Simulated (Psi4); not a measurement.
# C2H3F (SMILES C[C]F) at UM06-L/def2-SVPD

Aim: the energy change on altering one bond length of C2H3F at UM06-L/def2-SVPD, from 2 runs. 

Program for the calculation: Psi4 1.11.

2 further runs of the same task are left out: 2 set aside as unsound or not needed.

## (1) The molecule

C2H3F: 6 atoms, total charge 0, spin state triplet. SMILES: `C[C]F`. Geometry: relaxed at GFN2-xTB.

Bond lengths: C1–C2 1.456 Å, C2–F3 1.336 Å, C1–H4 1.088 Å, C1–H5 1.099 Å, C1–H6 1.099 Å. Angles: C1–C2–F3 124.9°, C2–C1–H4 109.2°, C2–C1–H5 111.5°, C2–C1–H6 111.4°, H4–C1–H5 108.2°, H4–C1–H6 108.3°, H5–C1–H6 108.3°.

## (2) A single-point energy at UM06-L/def2-SVPD

The input, c2h3f.in:

```
memory 1.6 GB

molecule geom {
  0 3
  C
  C 1 r2
  F 2 r3 1 a3
  H 1 r4 2 a4 3 d4
  H 1 r5 4 a5 2 d5
  H 1 r6 4 a6 5 d6

  r2 = 1.455768
  r3 = 1.336093
  a3 = 124.89231
  r4 = 1.087943
  a4 = 109.16996
  d4 = -178.64951
  r5 = 1.098962
  a5 = 108.18358
  d5 = 121.50301
  r6 = 1.098743
  a6 = 108.25512
  d6 = 117.1276
  symmetry c1
}

set basis def2-SVPD
set reference uks
set puream true
set e_convergence 1e-09
set d_convergence 1e-08
set scf_type pk
set dft_radial_points 99
set dft_spherical_points 590
set maxiter 200

e, wfn = energy('m06-l', return_wfn=True)
oeprop(wfn, 'MULLIKEN_CHARGES', 'MAYER_INDICES', 'WIBERG_LOWDIN_INDICES', title='M06-L')
```

Command:

```bash
$ psi4 -n 1 c2h3f.in c2h3f.out
```

c2h3f.out, cut to the lines that bear on the results:

```text
[...]
  Running in c1 symmetry.
[...]
  Nuclear repulsion =   64.916228576862153
[...]
  Multiplicity = 3
[...]
  Nalpha       = 13
  Nbeta        = 11
[...]
    Number of basis functions: 87
[...]
   @UKS iter   1:  -177.38324761683830   -2.41058e-01   6.63207e-03 DIIS/ADIIS
[...]
   @UKS iter  13:  -177.56469052763123   -1.16529e-12   4.26454e-09 DIIS
[...]
   @S^2 Observed:                2.008052852E+00
[...]
    Orbital Energies [Eh]
    ---------------------
    Alpha Occupied:
       1A    -24.543392     2A    -10.154667     3A    -10.087790
       4A     -1.207094     5A     -0.738853     6A     -0.583953
       7A     -0.461895     8A     -0.453342     9A     -0.450932
      10A     -0.390673    11A     -0.380456    12A     -0.242079
      13A     -0.163988
    Alpha Virtual:
      14A      0.033872    15A      0.064554    16A      0.099349
      17A      0.106326    18A      0.110984    19A      0.140058
      20A      0.154527    21A      0.156693    22A      0.170590
      23A      0.184420    24A      0.204203    25A      0.259014
[...]
  @UKS Final Energy:  -177.56469052763123
   => Energetics <=
    Nuclear Repulsion Energy =             64.9162285768621530
    One-Electron Energy =                -371.3683687588296607
    Two-Electron Energy =                 151.2215785027901802
    DFT Exchange-Correlation Energy =     -22.3341288484539255
    Empirical Dispersion Energy =           0.0000000000000000
    VV10 Nonlocal Energy =                  0.0000000000000000
    Total Energy =                       -177.5646905276312282
[...]
 Multipole Moments:
 ------------------------------------------------------------------------------------
     Multipole            Electronic (a.u.)      Nuclear  (a.u.)        Total (a.u.)
 ------------------------------------------------------------------------------------
 L = 1.  Multiply by 2.5417464519 to convert [e a0] to [Debye]
 Dipole X            :         -0.0000379            0.0010961            0.0010582
 Dipole Y            :         -1.7086848            1.8982648            0.1895800
 Dipole Z            :          4.9156025           -5.5566768           -0.6410743
 Magnitude           :                                                    0.6685192
[...]
  Mulliken Charges: (a.u.)
   Center  Symbol    Alpha    Beta     Spin     Total
       1     C     2.89294  2.98353 -0.09059  0.12353
       2     C     3.91372  1.99991  1.91381  0.08637
       3     F     4.74942  4.67136  0.07806 -0.42078
       4     H     0.46324  0.47388 -0.01064  0.06289
       5     H     0.49059  0.43549  0.05510  0.07392
       6     H     0.49009  0.43583  0.05426  0.07407
   Total alpha = 13.00000, Total beta = 11.00000, Total charge = -0.00000
  Mayer Bond Indices:
[...]
```

Run time: 58 s. Hardware: 1 thread of Intel Xeon Platinum 8375C at 2.90GHz (Ice Lake), shared host; peak memory 1 GiB.

## (3) The distorted shape: energy and gradient at UM06-L/def2-SVPD

The input, job.py:

```python
import psi4

psi4.set_memory('1600 MB')
psi4.set_num_threads(1)
psi4.set_output_file('run.log', False)

m = psi4.geometry("""
0 3
C     -0.405630     0.203048    -0.067125
C      0.203140    -0.926872     0.619855
F      1.466590    -0.967832     1.052475
H     -1.446800    -0.028192    -0.281865
H      0.177520     0.448790    -1.161080
H     -0.375120     1.110798     0.551175
units angstrom
symmetry c1
""")

options = {'basis': 'def2-SVPD', 'reference': 'uks', 'puream': True, 'e_convergence': 1e-09, 'd_convergence': 1e-08, 'scf_type': 'pk', 'dft_radial_points': 99, 'dft_spherical_points': 590, 'maxiter': 200}
psi4.set_options(options)

result, w = psi4.gradient('m06-l', molecule=m, return_wfn=True)
psi4.oeprop(w, 'QUADRUPOLE', 'LOWDIN_CHARGES', 'WIBERG_LOWDIN_INDICES', title='M06-L')
print('gradient / Eh bohr^-1')
print(result.np.round(6))
print(f'energy = {w.energy():.10f} Eh')
```

Command:

```bash
$ python job.py
```

run.log, cut to the lines that bear on the results:

```text
[...]
  Running in c1 symmetry.
[...]
  Nuclear repulsion =   64.361384681828795
[...]
  Multiplicity = 3
[...]
  Nalpha       = 13
  Nbeta        = 11
[...]
    Number of basis functions: 87
[...]
   @UKS iter   1:  -177.37591004314891   -2.79133e-01   6.49271e-03 ADIIS/DIIS
[...]
   @UKS iter  13:  -177.55397479580381   -3.09797e-12   8.90245e-09 DIIS
[...]
   @S^2 Observed:                2.008607129E+00
[...]
  @UKS Final Energy:  -177.55397479580381
   => Energetics <=
    Nuclear Repulsion Energy =             64.3613846818287954
    One-Electron Energy =                -370.2729824082980485
    Two-Electron Energy =                 150.6366600126705748
    DFT Exchange-Correlation Energy =     -22.2790370820051145
    Empirical Dispersion Energy =           0.0000000000000000
    VV10 Nonlocal Energy =                  0.0000000000000000
    Total Energy =                       -177.5539747958038106
[...]
  -Total Gradient:
     Atom            X                  Y                   Z
    ------   -----------------  -----------------  -----------------
       1       -0.036144676630    -0.007848532637     0.046331560172
       2       -0.004801963572     0.005013003541    -0.001447872655
       3        0.007176876977    -0.002796467497     0.003031265462
       4        0.004637058775     0.000773202862     0.003177213504
       5        0.029853443401     0.009995146010    -0.052585907647
       6       -0.000718095817    -0.005112769764     0.001606563054
[...]
 Multipole Moments:
 ------------------------------------------------------------------------------------
     Multipole            Electronic (a.u.)      Nuclear  (a.u.)        Total (a.u.)
 ------------------------------------------------------------------------------------
 L = 1.  Multiply by 2.5417464519 to convert [e a0] to [Debye]
 Dipole X            :          3.4554545           -3.8906754           -0.4352209
 Dipole Y            :         -3.0102361            3.3854681            0.3752320
 Dipole Z            :          2.6098333           -2.8737922           -0.2639589
 Magnitude           :                                                    0.6323690
 L = 2.  Multiply by 1.3450342976 to convert [e a0^2] to [Debye ang]
 Quadrupole XX       :        -79.4488110           66.3506475          -13.0981635
 Quadrupole XY       :         35.0308551          -35.2979973           -0.2671423
[...]
```

The script printed:

```text
gradient / Eh bohr^-1
[[-0.036145 -0.007849  0.046332]
 [-0.004802  0.005013 -0.001448]
 [ 0.007177 -0.002796  0.003031]
 [ 0.004637  0.000773  0.003177]
 [ 0.029853  0.009995 -0.052586]
 [-0.000718 -0.005113  0.001607]]
energy = -177.5539747958 Eh
```

It took 61 s on 1 thread of Intel Xeon Platinum 8375C at 2.90GHz (Ice Lake), shared host; peak memory 1 GiB.

## (4) What came out

Level: UM06-L/def2-SVPD.

| quantity | value |
| --- | --- |
| first shape: total energy | -177.56469 Eh |
| first shape: dipole moment | 1.70 D |
| first shape: HOMO energy (highest over α and β) | -4.46 eV |
| first shape: LUMO energy (lowest over α and β) | -2.51 eV |
| first shape: ⟨S²⟩ | 2.008 |
| distorted shape: total energy | -177.55397 Eh |
| distorted shape: dipole moment | 1.61 D |
| distorted shape: HOMO energy (highest over α and β) | -4.54 eV |
| distorted shape: LUMO energy (lowest over α and β) | -2.63 eV |
| distorted shape: ⟨S²⟩ | 2.009 |
| distorted shape: largest force on an atom | 3.152 eV/Å |
| energy change with the C1–H5 bond stretched from 1.099 to 1.264 Å | 0.292 eV |

With the C1–H5 bond stretched from 1.099 to 1.264 Å the energy rises by 0.29 eV (28.1 kJ/mol). The first shape isn't relaxed at this level, so the change isn't measured from a minimum. Mulliken charges (first shape) run from -0.42 on F3 to +0.12 on C1; in a basis this large or diffuse they mean little.
